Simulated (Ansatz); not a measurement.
Species: AlF$_{2}$, charge 0, doublet. AlF2 (SMILES [F][Al][F], doublet).
B3LYP-D3(BJ)/def2-TZVP minimum from Ansatz (a quantum-chemistry and plane-wave program):
```xyz
3

Al    -0.0022     0.4808     0.0049
F      1.4323    -0.3405    -0.0081
F     -1.4291    -0.3540     0.0011
```
Charge 0, spin multiplicity 2.

Wanted: atomisation energy (electronic, to ground-state atoms), in kcal/mol. UHF or UKS for unpaired electrons; spin-orbit terms are left out. CBS(X,Y): correlation extrapolated as X^-3, Hartree-Fock from the larger set (Q,5: extrapolated as (X+1)exp(-9√X)). A bracket is a step between two methods taken in the basis named. Functionals run without relativity, which enters their misses. Double hybrids freeze cores in their MP2 part. 'core' is core correlation in cc-pwCVTZ (1s frozen past Ne), 'X2C' scalar relativity in cc-pVTZ-DK, both at CCSD(T). For partners of very few electrons the exact lower level stands in for a higher one.

CCSD(T)/CBS(cc-pV(Q+d)Z,cc-pV(5+d)Z) + [CCSDT(Q) - CCSD(T)]/cc-pV(D+d)Z + core + X2C (Ansatz) gives 271.5 kcal/mol.

Task: How far off this value is PBE/def2-TZVPD (Ansatz), in which direction, and which of these levels come nearer: PBE0/def2-TZVPD, wB97M-V/def2-TZVPD, B2PLYP/def2-TZVPD, CCSD(T)/CBS(cc-pV(Q+d)Z,cc-pV(5+d)Z) + core + X2C?

Result: PBE gives 272.2 kcal/mol, 0.7 kcal/mol above it. Differences of the others: PBE0/def2-TZVPD (Ansatz) -9.7; wB97M-V/def2-TZVPD (Ansatz) -6.3; B2PLYP/def2-TZVPD (Ansatz) -4.5; CCSD(T)/CBS(cc-pV(Q+d)Z,cc-pV(5+d)Z) + core + X2C (Ansatz) -0.5 kcal/mol. Nearer than PBE: CCSD(T)/CBS(cc-pV(Q+d)Z,cc-pV(5+d)Z) + core + X2C.
